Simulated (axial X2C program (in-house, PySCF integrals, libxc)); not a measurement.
# Na₂⁺: from Re and ωe to a spectrum

A bond curve at the CCSD(T) level, with spin–orbit coupling, was computed with an in-house all-electron X2C program for linear molecules (integrals from PySCF) (basis Na dyall-cv3z [9s8p5d2f] (cores contracted in-house)) for the state Ω = 1/2 (⟨Sz⟩ = 0.50, ⟨Lz⟩ = 0.00 at HF). Its fit gives Re = 3.7114 Å, ωe = 115.8 cm⁻¹, ωexe = 0.383 cm⁻¹ and αe = 5.430e-04 cm⁻¹; the masses are 22.9898 and 22.9898 u. Two-component means X2C with spin–orbit coupling and atomic mean-field Coulomb and Gaunt terms.

Correlated methods: 1 electrons correlated (number of frozen shells: Na 2 s, 1 p), 243 virtual spin orbitals or spinors in MP2.

Find the reduced mass, Be and the force constant.

From the CCSD(T) values: μ = 11.4949 u. Be = 16.8576/(μ Re²) = 0.1065 cm⁻¹. k = 5.8918×10⁻⁷ μ ωe² = 0.0908 mdyn/Å.

A Morse curve ties αe to the other constants (Pekeris). How well does that hold?

αe(Morse) = 6Be²/ωe × (√(ωexe/Be) − 1) = 5.266e-04 cm⁻¹; the CCSD(T) curve gives 5.430e-04 cm⁻¹, a ratio of 0.97.

Where do the fundamental and the first overtone lie?

ν(1←0) = ωe − 2ωexe = 115.0 cm⁻¹; ν(2←0) = 2ωe − 6ωexe = 229.3 cm⁻¹.

Estimate the centrifugal constant by the Kratzer relation.

D = 4Be³/ωe² = 3.60e-07 cm⁻¹.

Estimate De from a Morse curve and compare with the computed well depth of 0.971 eV to Na + Na+.

De(Morse) = ωe²/(4ωexe) = 1.085 eV against 0.971 eV computed, a ratio of 1.12. For De the Morse form works well here.

The state is one determinant whose occupation by symmetry is held fixed; it was picked as the lowest of a PBE0 search that is not exhaustive. Dissociation energies refer to the lowest single-determinant-based atoms at the same level and basis. Coupled cluster ran in a truncated set of natural virtual spinors; the MP2 energy of the rest was added. (T) has no such correction and the atoms are truncated less, which lowers De at CCSD(T) by a hundredth of an eV or more.
